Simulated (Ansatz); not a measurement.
Steps of a relaxation of `C=C=C1C=C1` with RKS PBE-D4/def2-SVP.

```sh
$ ansatz run in.yaml --threads 2 --pin off --events-out ev --progress --plain --max-ram 4352MiB
```

```yaml
crystal:
  periodic: [false, false, false]
  atoms:
    - {symbol: C, position_ang: [0.139200, 1.093700, -1.481900]}
    - {symbol: C, position_ang: [0.366400, 0.177700, -0.663000]}
    - {symbol: C, position_ang: [0.624300, -0.776900, 0.148000]}
    - {symbol: C, position_ang: [-0.248500, -1.499100, 0.876700]}
    - {symbol: C, position_ang: [0.464500, -0.695000, 1.545900]}
    - {symbol: H, position_ang: [-0.575000, 0.981700, -2.332800]}
    - {symbol: H, position_ang: [0.555600, 2.124400, -1.366100]}
    - {symbol: H, position_ang: [-1.353800, -1.513900, 0.949100]}
    - {symbol: H, position_ang: [0.115900, 0.061100, 2.307200]}
basis:
  gaussian: {orbitals: def2-SVP}
hamiltonian: {xc: pbe, dispersion: d4}
relax: {f_tol: 0.03, max_steps: 200}
```

Positions (Å) and forces (eV/Å) along the path, 14 of 14 steps:

```xyz
9
step=1 energy=-5230.5208 eV
C     0.139    1.094   -1.482   -0.875    4.661   -3.379
C     0.366    0.178   -0.663    1.040   -0.943   -0.672
C     0.624   -0.777    0.148    2.046   -0.880   -2.451
C    -0.248   -1.499    0.877   -5.013   -5.080   -0.298
C     0.465   -0.695    1.546    2.530    4.024    8.265
H    -0.575    0.982   -2.333   -0.934    0.435    0.762
H     0.556    2.124   -1.366    0.992   -0.348   -0.964
H    -1.354   -1.514    0.949    0.055   -1.556   -0.762
H     0.116    0.061    2.307    0.158   -0.313   -0.501
9
step=2 energy=-5232.0990 eV
C     0.154    1.143   -1.541   -0.319    1.768   -1.031
C     0.389    0.190   -0.691    0.682   -0.850   -0.660
C     0.637   -0.775    0.179    0.130    0.971   -1.591
C    -0.248   -1.550    0.919   -1.565   -1.302    0.761
C     0.449   -0.674    1.635    0.350    0.759    2.887
H    -0.712    1.072   -2.264   -0.144    0.507    0.976
H     0.697    2.122   -1.504    0.512   -0.600   -0.928
H    -1.355   -1.663    0.907    0.400   -1.238   -0.477
H     0.077    0.088    2.344   -0.045   -0.014    0.062
9
step=3 energy=-5232.8375 eV
C     0.162    1.178   -1.576   -0.093    0.902   -0.416
C     0.393    0.204   -0.721    0.487   -0.662   -0.310
C     0.620   -0.740    0.191   -0.700    1.117   -0.634
C    -0.241   -1.572    0.953   -0.371    0.112    0.765
C     0.422   -0.652    1.692   -0.328   -0.449    0.302
H    -0.801    1.164   -2.180    0.367    0.547    0.925
H     0.825    2.087   -1.646    0.030   -0.818   -0.804
H    -1.331   -1.815    0.881    0.734   -0.898   -0.208
H     0.039    0.099    2.390   -0.126    0.148    0.380
9
step=4 energy=-5233.3963 eV
C     0.175    1.204   -1.605    0.015    0.659   -0.310
C     0.386    0.222   -0.746    0.403   -0.325   -0.104
C     0.577   -0.686    0.199   -0.900    0.776    0.092
C    -0.231   -1.580    0.979   -0.225    0.227    0.378
C     0.382   -0.631    1.723   -0.507   -0.449   -0.586
H    -0.849    1.274   -2.088    0.597    0.498    0.699
H     0.929    2.026   -1.800   -0.312   -0.901   -0.581
H    -1.281   -1.970    0.875    0.949   -0.548    0.010
H     0.000    0.095    2.447   -0.020    0.063    0.403
9
step=5 energy=-5233.9036 eV
C     0.194    1.228   -1.634    0.049    0.572   -0.339
C     0.376    0.249   -0.763    0.364   -0.066   -0.014
C     0.509   -0.623    0.212   -0.798    0.505    0.463
C    -0.226   -1.586    0.995   -0.408   -0.132    0.046
C     0.326   -0.610    1.734   -0.562   -0.075   -0.612
H    -0.861    1.400   -2.002    0.642    0.389    0.436
H     1.004    1.946   -1.963   -0.480   -0.841   -0.322
H    -1.207   -2.130    0.886    1.024   -0.218    0.137
H    -0.027    0.079    2.518    0.170   -0.134    0.206
9
step=6 energy=-5234.3453 eV
C     0.212    1.252   -1.661    0.095    0.529   -0.410
C     0.368    0.290   -0.768    0.294   -0.028    0.103
C     0.421   -0.553    0.233   -0.626    0.446    0.395
C    -0.230   -1.596    1.002   -0.576   -0.414   -0.038
C     0.250   -0.587    1.733   -0.565    0.134   -0.284
H    -0.844    1.531   -1.937    0.633    0.248    0.226
H     1.055    1.852   -2.120   -0.587   -0.721   -0.047
H    -1.116   -2.290    0.906    1.035    0.114    0.159
H    -0.029    0.054    2.595    0.297   -0.308   -0.105
9
step=7 energy=-5234.6846 eV
C     0.230    1.275   -1.691    0.135    0.511   -0.457
C     0.357    0.344   -0.760    0.154   -0.107    0.183
C     0.312   -0.474    0.263   -0.462    0.385    0.103
C    -0.245   -1.606    1.003   -0.698   -0.546   -0.048
C     0.158   -0.566    1.733   -0.402    0.176    0.234
H    -0.806    1.665   -1.902    0.648    0.041    0.068
H     1.088    1.746   -2.266   -0.688   -0.581    0.271
H    -1.003   -2.447    0.929    1.035    0.554    0.116
H    -0.003    0.017    2.673    0.277   -0.433   -0.468
9
step=8 energy=-5234.9151 eV
C     0.241    1.292   -1.712   -0.123    0.258   -0.184
C     0.277    0.392   -0.743    0.171   -0.001   -0.035
C     0.175   -0.404    0.287   -0.170    0.100    0.241
C    -0.243   -1.611    1.010   -0.659   -0.478   -0.336
C     0.077   -0.560    1.747    0.062    0.373    0.156
H    -0.725    1.833   -1.880    0.369   -0.101   -0.168
H     1.103    1.583   -2.364   -0.325   -0.194    0.314
H    -0.833   -2.552    0.931    0.516    0.277    0.105
H     0.016   -0.019    2.706    0.159   -0.234   -0.093
9
step=9 energy=-5235.0279 eV
C     0.227    1.301   -1.732   -0.026    0.160   -0.184
C     0.196    0.472   -0.704    0.009    0.174   -0.208
C     0.050   -0.304    0.332   -0.059   -0.090   -0.069
C    -0.314   -1.567    0.981    0.115    0.211    0.478
C     0.056   -0.553    1.766   -0.316   -0.453    0.046
H    -0.696    1.837   -2.051    0.245   -0.026    0.024
H     1.150    1.507   -2.318   -0.192   -0.090    0.072
H    -0.723   -2.586    0.925    0.120    0.099   -0.119
H     0.141   -0.154    2.785    0.103    0.015   -0.041
9
step=10 energy=-5234.6588 eV rejected
C     0.224    1.338   -1.798    0.035   -0.042    0.010
C     0.135    0.530   -0.750   -0.482   -1.871    2.526
C    -0.036   -0.278    0.327    0.261    0.853   -0.167
C    -0.300   -1.543    1.053   -1.084   -2.820   -3.533
C    -0.041   -0.605    1.858    1.327    3.980    1.220
H    -0.610    2.012   -2.095    0.080   -0.259   -0.034
H     1.134    1.375   -2.436   -0.081    0.131    0.224
H    -0.557   -2.604    0.929   -0.020    0.001   -0.029
H     0.138   -0.272    2.893   -0.035    0.026   -0.219
9
step=11 energy=-5235.0510 eV
C     0.224    1.307   -1.739    0.002   -0.006   -0.077
C     0.148    0.497   -0.692   -0.056    0.155   -0.151
C    -0.016   -0.273    0.348    0.043   -0.097    0.101
C    -0.323   -1.558    0.989   -0.051   -0.046    0.175
C     0.014   -0.552    1.790   -0.035   -0.146   -0.064
H    -0.654    1.900   -2.079    0.166   -0.113    0.033
H     1.153    1.425   -2.340   -0.158    0.005    0.160
H    -0.635   -2.613    0.892    0.080    0.269   -0.034
H     0.177   -0.180    2.813    0.010   -0.022   -0.142
9
step=12 energy=-5235.0504 eV rejected
C     0.214    1.287   -1.755    0.174    0.221    0.020
C     0.135    0.492   -0.699   -0.098   -0.032    0.048
C    -0.025   -0.275    0.348    0.054   -0.038    0.049
C    -0.330   -1.555    0.998   -0.092   -0.275   -0.089
C     0.017   -0.555    1.793    0.035    0.155    0.034
H    -0.653    1.891   -2.099    0.094   -0.119    0.004
H     1.169    1.457   -2.303   -0.229   -0.122    0.074
H    -0.643   -2.608    0.889    0.087    0.247    0.010
H     0.204   -0.181    2.812   -0.026   -0.036   -0.150
9
step=13 energy=-5235.0576 eV
C     0.219    1.304   -1.739    0.016    0.000   -0.030
C     0.129    0.501   -0.690   -0.051    0.054   -0.041
C    -0.023   -0.273    0.351    0.043   -0.007    0.001
C    -0.327   -1.556    0.993   -0.033   -0.081    0.051
C     0.016   -0.554    1.790   -0.009   -0.019    0.024
H    -0.647    1.894   -2.099    0.048   -0.037    0.016
H     1.159    1.426   -2.315   -0.051   -0.011    0.064
H    -0.632   -2.607    0.884    0.033    0.113   -0.014
H     0.195   -0.180    2.808    0.003   -0.012   -0.070
9
step=14 energy=-5235.0597 eV
C     0.213    1.303   -1.738   -0.003   -0.001   -0.001
C     0.095    0.509   -0.687   -0.003    0.001    0.007
C    -0.029   -0.273    0.351    0.001   -0.001   -0.002
C    -0.325   -1.557    0.994   -0.005   -0.012   -0.006
C     0.020   -0.555    1.790    0.002    0.006    0.010
H    -0.638    1.899   -2.118    0.014    0.000   -0.008
H     1.168    1.411   -2.288   -0.010    0.005   -0.001
H    -0.624   -2.605    0.876    0.002    0.001    0.002
H     0.210   -0.179    2.802    0.002    0.000    0.000
```

It took 13 s on 2 threads of an Intel Xeon 6975P-C on a shared host, with 0.19 GiB of host memory at the peak.
